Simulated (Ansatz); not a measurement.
Relaxation of H$_{6}$OSi (8 atoms, charge 0, multiplicity 1), to a largest force component of 0.03 eV/Å in at most 50 steps.

These are results of Ansatz, RKS B3LYP-D4/def2-SVP, not measurements.

```xyz
8
Properties=species:S:1:pos:R:3
Si 0.370 -0.217 -0.397
O -0.505 -0.156 2.351
H -1.077 -0.927 2.471
H 1.047 -0.351 -1.724
H 0.132 1.224 -0.130
H -0.900 -0.990 -0.450
H 1.273 -0.800 0.611
H 0.389 -0.552 2.236
```

Question: Where does it end, and by what steps?

Answer: The run converged. The force dipped under the threshold on the way, but the program's further checks kept it going. After 10 steps the energy has fallen by 0.076 eV; H8 moved furthest, 0.58 Å.

```csv
step,energy less start (eV),largest force component (eV/Å),accepted
0,0.0000,0.786,yes
1,-0.0525,0.399,yes
2,-0.0373,0.475,no
3,-0.0618,0.269,yes
4,-0.0692,0.159,yes
5,-0.0739,0.114,yes
6,-0.0751,0.086,yes
7,-0.0331,1.479,no
8,-0.0758,0.004,yes
9,-0.0756,0.145,no
10,-0.0759,0.024,yes
```

```xyz
8
Properties=species:S:1:pos:R:3
Si 0.407 -0.232 -0.488
O -0.600 -0.165 2.397
H -1.029 -1.031 2.346
H 0.934 -0.318 -1.884
H 0.236 1.200 -0.133
H -0.889 -0.965 -0.444
H 1.401 -0.892 0.407
H 0.271 -0.366 2.768
```

Whether the end is a true minimum wasn't checked by a vibrational analysis.

Run time: 15 s on 1 thread of Arm Neoverse V2 (shared host), peak memory 0.11 GiB.
